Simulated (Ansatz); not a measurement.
These are B3LYP-D3(BJ)/def2-TZVP in Ansatz (an electronic-structure program) values and carry that method's errors. No frequencies were computed at this level.

Ansatz 0.2 input:
```yaml
crystal:
  periodic: [false, false, false]
  atoms:
    - { symbol: C, position_ang: [-0.963367, -0.042729, -0.072581] }
    - { symbol: C, position_ang: [0.490593, 0.320422, 0.015205] }
    - { symbol: O, position_ang: [0.945178, 1.43029, -0.029896] }
    - { symbol: O, position_ang: [1.262774, -0.767071, 0.155077] }
    - { symbol: H, position_ang: [-1.25382, -0.577107, 0.82865] }
    - { symbol: H, position_ang: [-1.116313, -0.704552, -0.921542] }
    - { symbol: H, position_ang: [-1.562443, 0.855109, -0.185027] }
    - { symbol: H, position_ang: [2.197396, -0.514364, 0.210113] }
basis:
  gaussian: { orbitals: def2-tzvp }
hamiltonian:
  xc: b3lyp
  dispersion: d3bj
relax:
  max_steps: 150
```

Output:

```
Functional definition: B3LYP
838 factors; their error is unknown
mean field evaluation 1: about -6228.0248 eV, gradient 7.0e1 eV
mean field evaluation 2: about -6220.4181 eV, gradient 9.5e1 eV
mean field evaluation 4: about -6236.5010 eV, gradient 5.2e0 eV
mean field evaluation 8: about -6236.5477 eV, gradient 2.9e-1 eV
mean field evaluation 16: about -6236.5474 eV, gradient 2.4e-4 eV
mean field -6236.54735598 eV, -229.1888880486 hartree, gradient 3.4e-5 eV, S^2 0.000000; 0 other end points of the search recorded, 0 dependent functions left out
reference -6236.54757186 eV, -229.1888959820 hartree; 16, 16 occupied and 132, 132 virtual orbitals, 838 factors
relax step   1: F+E_penalty+E_count = -6236.73839166 eV  Δ(F+E_penalty+E_count) = +0.000e0 eV  max|allowed force component| = 7.877e-1 eV/Å  Δτ_max = 0.0000 Å  (28 SCF iters, accepted)
these checks for a lower state are left out or cut short: starts, cluster_reference, orbital_swaps, neighbouring_geometries, increment
838 factors; their error is unknown
mean field -6236.55631991 eV, -229.1892174670 hartree, gradient 1.4e-5 eV, S^2 0.000000; 0 other end points of the search recorded, 0 dependent functions left out
reference -6236.55653604 eV, -229.1892254096 hartree; 16, 16 occupied and 132, 132 virtual orbitals, 838 factors
relax step   2: F+E_penalty+E_count = -6236.74723508 eV  Δ(F+E_penalty+E_count) = -8.843e-3 eV  max|allowed force component| = 4.225e-1 eV/Å  Δτ_max = 0.0100 Å  (33 SCF iters, accepted)
these checks for a lower state are left out or cut short: starts, cluster_reference, orbital_swaps, neighbouring_geometries, increment
838 factors; their error is unknown
mean field evaluation 32: about -6236.5605 eV, gradient 1.4e-5 eV
mean field -6236.56049401 eV, -229.1893708624 hartree, gradient 1.4e-5 eV, S^2 0.000000; 0 other end points of the search recorded, 0 dependent functions left out
reference -6236.56071016 eV, -229.1893788055 hartree; 16, 16 occupied and 132, 132 virtual orbitals, 838 factors
relax step   3: F+E_penalty+E_count = -6236.75136443 eV  Δ(F+E_penalty+E_count) = -4.129e-3 eV  max|allowed force component| = 8.599e-2 eV/Å  Δτ_max = 0.0187 Å  (33 SCF iters, accepted)
these checks for a lower state are left out or cut short: starts, cluster_reference, orbital_swaps, neighbouring_geometries, increment
838 factors; their error is unknown
mean field -6236.56068885 eV, -229.1893780225 hartree, gradient 1.4e-5 eV, S^2 0.000000; 0 other end points of the search recorded, 0 dependent functions left out
reference -6236.56090486 eV, -229.1893859609 hartree; 16, 16 occupied and 132, 132 virtual orbitals, 838 factors
relax step   4: F+E_penalty+E_count = -6236.75158358 eV  Δ(F+E_penalty+E_count) = -2.191e-4 eV  max|allowed force component| = 3.824e-2 eV/Å  Δτ_max = 0.0046 Å  (33 SCF iters, accepted)
these checks for a lower state are left out or cut short: starts, cluster_reference, orbital_swaps, neighbouring_geometries, increment
838 factors; their error is unknown
mean field -6236.56069580 eV, -229.1893782779 hartree, gradient 1.4e-5 eV, S^2 0.000000; 0 other end points of the search recorded, 0 dependent functions left out
reference -6236.56091177 eV, -229.1893862148 hartree; 16, 16 occupied and 132, 132 virtual orbitals, 838 factors
relax step   5: F+E_penalty+E_count = -6236.75160481 eV  Δ(F+E_penalty+E_count) = -2.124e-5 eV  max|allowed force component| = 8.075e-3 eV/Å  Δτ_max = 0.0015 Å  (34 SCF iters, accepted)
838 factors; their error is unknown
mean field evaluation 64: about -6236.5607 eV, gradient 4.0e-2 eV
mean field -6236.56069580 eV, -229.1893782779 hartree, gradient 1.4e-5 eV, S^2 0.000000; 1 other end points of the search recorded, 0 dependent functions left out
reference -6236.56091177 eV, -229.1893862148 hartree; 16, 16 occupied and 132, 132 virtual orbitals, 838 factors
Total energy: -6236.75182079 eV, -229.1964019917 hartree
Atom 0 at    -0.961465    -0.042952    -0.072423 Å, force     0.002288     0.000957    -0.002628 eV/Å
Atom 1 at     0.493922     0.314763     0.015494 Å, force    -0.004801    -0.006242     0.008075 eV/Å
Atom 2 at     0.954387     1.424675    -0.028780 Å, force     0.001299     0.006563    -0.003090 eV/Å
Atom 3 at     1.269630    -0.788153     0.157166 Å, force     0.000576    -0.000608    -0.001915 eV/Å
Atom 4 at    -1.264952    -0.580615     0.826837 Å, force     0.001286     0.000358     0.000088 eV/Å
Atom 5 at    -1.127870    -0.707753    -0.921065 Å, force    -0.000453    -0.000008    -0.000170 eV/Å
Atom 6 at    -1.552137     0.861174    -0.184496 Å, force    -0.000470    -0.000004    -0.000270 eV/Å
Atom 7 at     2.188483    -0.481140     0.207266 Å, force     0.000275    -0.001017    -0.000090 eV/Å
Dipole moment:    -0.122995    -0.336008     0.014807 e Å
```

Cost: about 19 core-seconds (a rough figure).
